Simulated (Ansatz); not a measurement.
Input for Ansatz (development build ahead of 0.2.0):

```yaml
crystal:
  periodic: [false, false, false]
  atoms:
    - { symbol: Na, position_ang: [-0.02016, 0.04546, -1.85824] }
    - { symbol: Na, position_ang: [-0.03373, -0.01708, 1.88574] }
basis:
  gaussian: { orbitals: def2-SVP }
total_charge: 1
magnetization:
  spin_polarized: true
  initial_magnetization: 1
hamiltonian:
  xc: hf
correlation:
  method: ccsd_t
  frozen_orbitals: { Na: 1 }
```

The input is written out in the form of the current development build from the run's settings.

Output:

```json
{
 "Converged": "yes",
 "Reference energy": "-323.44060 hartree",
 "Correlation energy": "-0.00171 hartree",
 "Total energy": "-323.44231 hartree",
 "Stability test": "minimum"
}
```
